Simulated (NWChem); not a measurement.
Everything below was run with NWChem. System: CHF₃, charge 0, spin multiplicity 1, displaced from the optimised geometry. Level: MP2/cc-pVDZ, 4 core orbitals frozen, spin-restricted.

The NWChem input:

```
start mol
memory heap 200 mb stack 900 mb global 1100 mb
geometry units angstroms nocenter noautoz noautosym
  F      0.045062    -0.578126     0.992112
  C     -0.331824     0.026153     0.000000
  F      0.077835    -0.630672    -1.078383
  F      0.224611     1.231370     0.000000
  H     -1.431582     0.112843     0.000000
end
basis spherical
  * library cc-pvdz
end
scf
  rhf
  nopen 0
  maxiter 100
  thresh 1e-7
  semidirect memsize 60000000 filesize 0
end
mp2
  freeze core 4
end
task mp2 energy
```

Part of the output:

```
             Northwest Computational Chemistry Package (NWChem) 7.3.0
             --------------------------------------------------------

                                NWChem Input Module
                                -------------------

 Scaling coordinates for geometry "geometry" by  1.889725989
 (inverse scale =  0.529177249)

                             Geometry "geometry" -> ""
                             -------------------------

 Output coordinates in angstroms (scale by  1.889725989 to convert to a.u.)

  No.       Tag          Charge          X              Y              Z
 ---- ---------------- ---------- -------------- -------------- --------------
    1 F                    9.0000     0.04506200    -0.57812600     0.99211200
    2 C                    6.0000    -0.33182400     0.02615300     0.00000000
    3 F                    9.0000     0.07783500    -0.63067200    -1.07838300
    4 F                    9.0000     0.22461100     1.23137000     0.00000000
    5 H                    1.0000    -1.43158200     0.11284300     0.00000000

 Effective nuclear repulsion energy (a.u.)     137.8503638520

            Nuclear Dipole moment (a.u.)
            ----------------------------
        X                 Y               Z
 ---------------- ---------------- ----------------
    -0.5573822392     0.8936684275    -1.4672569568


 Summary of "ao basis" -> "" (spherical)
 ------------------------------------------------------------------------------
       Tag                 Description            Shells   Functions and Types
 ---------------- ------------------------------  ------  ---------------------
 *                          cc-pvdz                   on all atoms

 Summary of "ao basis" -> "ao basis" (spherical)
 ------------------------------------------------------------------------------
       Tag                 Description            Shells   Functions and Types
 ---------------- ------------------------------  ------  ---------------------
 F                          cc-pvdz                  6       14   3s2p1d
 C                          cc-pvdz                  6       14   3s2p1d
 H                          cc-pvdz                  3        5   2s1p

                                 NWChem SCF Module
                                 -----------------

  ao basis        = "ao basis"
  functions       =    61
  atoms           =     5
  closed shells   =    17
  open shells     =     0
  charge          =   0.00
  wavefunction    = RHF
  use symmetry    = F
  symmetry adapt  = F

 Summary of "ao basis" -> "ao basis" (spherical)
 ------------------------------------------------------------------------------
       Tag                 Description            Shells   Functions and Types
 ---------------- ------------------------------  ------  ---------------------
 F                          cc-pvdz                  6       14   3s2p1d
 C                          cc-pvdz                  6       14   3s2p1d
 H                          cc-pvdz                  3        5   2s1p

 Forming initial guess at       0.0s

      Superposition of Atomic Density Guess
      -------------------------------------

 Sum of atomic energies:        -336.31702367

      Non-variational initial energy
      ------------------------------

 Total energy =    -337.669938
 1-e energy   =    -742.815597
 2-e energy   =     267.295295
 HOMO         =      -0.444178
 LUMO         =       0.196034

 Starting SCF solution at       0.8s

 ----------------------------------------------
         Quadratically convergent ROHF

 Convergence threshold     :          1.000E-07
 Maximum no. of iterations :          100
 Final Fock-matrix accuracy:          1.000E-09
 ----------------------------------------------

              iter       energy          gnorm     gmax       time
             ----- ------------------- --------- --------- --------
                 1     -336.6791916495  1.43D+00  3.86D-01      0.8
                 2     -336.7746955828  2.73D-01  8.95D-02      0.8
                 3     -336.7806064065  1.78D-02  4.11D-03      0.9
                 4     -336.7806375140  8.54D-05  3.32D-05      1.0
                 5     -336.7806375149  8.34D-09  1.87D-09      1.2

       Final RHF  results
       ------------------

         Total SCF energy =   -336.780637514853
      One-electron energy =   -743.018587644888
      Two-electron energy =    268.387586277993
 Nuclear repulsion energy =    137.850363852042

        Time for solution =      0.5s

             Final eigenvalues
             -----------------

              1
    1  -26.3614
    2  -26.3313
    3  -26.3313
    4  -11.4986
    5   -1.7830
    6   -1.6614
    7   -1.6348
    8   -0.9929
    9   -0.8676
   10   -0.8458
   11   -0.8447
   12   -0.7163
   13   -0.7074
   14   -0.6693
   15   -0.6580
   16   -0.6410
   17   -0.5770
   18    0.1987
   19    0.3554
   20    0.3653
   21    0.4598
   22    0.6466
   23    0.6508
   24    0.7193
   25    0.8034
   26    0.9109
   27    1.2331

                       ROHF Final Molecular Orbital Analysis
                       -------------------------------------

 Vector   15  Occ=2.000000D+00  E=-6.579781D-01
              MO Center=  9.0D-02,  1.1D-01, -2.0D-01, r^2= 1.9D+00
   Bfn.  Coefficient  Atom+Function         Bfn.  Coefficient  Atom+Function
  ----- ------------  ---------------      ----- ------------  ---------------
    47      0.346117  4 F  py                32      0.284767  3 F  px
     5      0.283138  1 F  py                34      0.279618  3 F  pz
    46     -0.246076  4 F  px                50      0.237052  4 F  py
    35      0.200107  3 F  px                37      0.193312  3 F  pz
     8      0.190302  1 F  py                49     -0.173955  4 F  px

 Vector   16  Occ=2.000000D+00  E=-6.410349D-01
              MO Center=  1.3D-01,  1.8D-01, -3.3D-01, r^2= 1.8D+00
   Bfn.  Coefficient  Atom+Function         Bfn.  Coefficient  Atom+Function
  ----- ------------  ---------------      ----- ------------  ---------------
    48      0.450347  4 F  pz                33      0.419614  3 F  py
    51      0.317842  4 F  pz                36      0.295172  3 F  py
     5     -0.225462  1 F  py                34     -0.165029  3 F  pz
     8     -0.161330  1 F  py

 Vector   17  Occ=2.000000D+00  E=-5.769630D-01
              MO Center= -4.7D-01,  6.3D-02, -4.5D-02, r^2= 1.7D+00
   Bfn.  Coefficient  Atom+Function         Bfn.  Coefficient  Atom+Function
  ----- ------------  ---------------      ----- ------------  ---------------
    57      0.363175  5 H  s                 18     -0.308366  2 C  px
    46      0.301745  4 F  px                32      0.296072  3 F  px
     4      0.285515  1 F  px                49      0.219539  4 F  px
    35      0.215240  3 F  px                 7      0.205241  1 F  px
    58      0.156983  5 H  s

 Vector   18  Occ=0.000000D+00  E= 1.987060D-01
              MO Center= -1.9D+00,  1.4D-01,  9.9D-03, r^2= 2.3D+00
   Bfn.  Coefficient  Atom+Function         Bfn.  Coefficient  Atom+Function
  ----- ------------  ---------------      ----- ------------  ---------------
    58      2.195798  5 H  s                 17     -1.584526  2 C  s
    21      0.905486  2 C  px                18      0.306973  2 C  px

 Vector   19  Occ=0.000000D+00  E= 3.554410D-01
              MO Center= -5.5D-01,  1.7D-02,  4.5D-02, r^2= 2.3D+00
   Bfn.  Coefficient  Atom+Function         Bfn.  Coefficient  Atom+Function
  ----- ------------  ---------------      ----- ------------  ---------------
    22      1.239847  2 C  py                23      0.717920  2 C  pz
    31      0.704090  3 F  s                 45     -0.704162  4 F  s
    19      0.343417  2 C  py                 8     -0.300812  1 F  py
    37      0.293184  3 F  pz                50      0.235897  4 F  py
    49      0.217541  4 F  px                20      0.198853  2 C  pz

 Vector   20  Occ=0.000000D+00  E= 3.653084D-01
              MO Center= -5.4D-01,  1.4D-01, -1.7D-01, r^2= 2.4D+00
   Bfn.  Coefficient  Atom+Function         Bfn.  Coefficient  Atom+Function
  ----- ------------  ---------------      ----- ------------  ---------------
    23      1.290389  2 C  pz                 3     -0.833895  1 F  s
    22     -0.732345  2 C  py                31      0.475450  3 F  s
    45      0.475332  4 F  s                 36      0.337421  3 F  py
    20      0.293409  2 C  pz                51     -0.265555  4 F  pz
     7      0.230571  1 F  px                50     -0.191089  4 F  py

 center of mass
 --------------
 x =   0.03178446 y =   0.02311828 z =  -0.04424497

 moments of inertia (a.u.)
 ------------------
         298.107492801416         -12.661834385367           2.563053234167
         -12.661834385367         161.533553786711          -7.299772752046
           2.563053234167          -7.299772752046         168.564195847220

  Mulliken analysis of the total density
  --------------------------------------

    Atom       Charge   Shell Charges
 -----------   ------   -------------------------------------------------------
    1 F    9     9.16   2.00  0.90  0.97  3.38  1.90  0.01
    2 C    6     5.31   2.00  0.70  0.15  1.82  0.29  0.35
    3 F    9     9.28   2.00  0.90  1.01  3.34  2.03  0.01
    4 F    9     9.28   2.00  0.90  1.01  3.34  2.03  0.01
    5 H    1     0.98   0.78  0.17  0.03

       Multipole analysis of the density wrt the origin
       ------------------------------------------------

     L   x y z        total         open         nuclear
     -   - - -        -----         ----         -------
     0   0 0 0     -0.000000      0.000000     34.000000

     1   1 0 0     -0.648041      0.000000     -0.557382
     1   0 1 0     -0.053494      0.000000      0.893668
     1   0 0 1      0.180542      0.000000     -1.467257

     2   2 0 0    -13.515462      0.000000     11.559252
     2   1 1 0     -0.254737      0.000000      5.711350
     2   1 0 1      0.023875      0.000000     -1.260816
     2   0 2 0    -16.415065      0.000000     72.317901
     2   0 1 1     -0.235814      0.000000      3.424158
     2   0 0 2    -16.167750      0.000000     69.009979

                   NWChem MP2 Semi-direct Energy/Gradient Module
                   ---------------------------------------------

  Basis functions       =     61
  Molecular orbitals    =     61
  Frozen core           =      4
  Frozen virtuals       =      0
  Active alpha occupied =     13
  Active beta occupied  =     13
  Active alpha virtual  =     44
  Active beta virtual   =     44
  Use MO symmetry       = F
  Use skeleton AO sym   = F

  AO/Fock/Back tols     =   1.0D-09  1.0D-09  1.0D-09

 GA uses MA = F    GA memory limited = T

 Available:
  local mem=  1.26D+08
 global mem=  1.44D+08
 local disk=  0.00D+00
  mp2_memr nvloc                    44
  nvloc new                    44
   1 passes of  13:        3145728                      22176                   3684053.
   1 passes of  13: M    126153786           G      144171758           F     123008058.

 Semi-direct pass number   1 of   1  for RHF alpha+beta  at        1.3s
  vrange nnbf                  1891
  mp2_eaftype                    14  avail_ma_in_mb                  1099
 EAF : mp2_eaftype filesize          14    1842026.
  mp2_eaf for mointskh                     14
Node 0 wrote      8.7 Mb in      0.0 s     Agg I/O rate:  1085.1 Mb/s
 Done moints_semi at        2.7s
  mp2_eaftype                    14  avail_ma_in_mb                  1085
 EAF : mp2_eaftype filesize          14    1842026.
  mp2_eaf for kh                    14
 Done maket at        2.7s
 Done multipass loop at        2.7s

          -------------------------------------------
          SCF energy                -336.780637514853
          Correlation energy          -0.684211516143
          Singlet pairs               -0.404545547293
          Triplet pairs               -0.279665968850
          Total MP2 energy          -337.464849030997
          -------------------------------------------

          ---------------------------------------------------
                    Spin Component Scaled (SCS) MP2
          Same spin pairs                     -0.186443979233
          Same spin scaling factor             0.333333333333
          Opposite spin pairs                 -0.497767536910
          Opposite spin scaling fact.          1.200000000000
          SCS-MP2 correlation energy          -0.659469037370
          Total SCS-MP2 energy              -337.440106552223
          ---------------------------------------------------

 -----------------------
 Performance information
 -----------------------

 Timer overhead =  1.56D-07 seconds/call

               Nr. of calls         CPU time (s)                 Wall time (s)                GFlops
             ---------------    -------------------     ------------------------------   -------------------
Name         Min   Avg   Max    Min     Avg     Max     Min     Avg     Max   Mx/calls   Min     Max     Sum
mp2: moin     1     1     1    1.4     1.4     1.4      1.4     1.4     1.4     1.4      0.0     0.0     0.0
mp2: make     1     1     1   8.00E-2 8.00E-2 8.00E-2  8.00E-2 8.00E-2 8.00E-2 8.00E-2   0.0     0.0     0.0
mp2: tota     1     1     1    1.5     1.5     1.5      1.5     1.5     1.5     1.5      0.0     0.0     0.0

 The average no. of pstat calls per process was 3.00D+00
 with a timing overhead of 4.68D-07s

 Task  times  cpu:        2.7s     wall:        2.7s

 Total times  cpu:        2.7s     wall:        2.7s
```
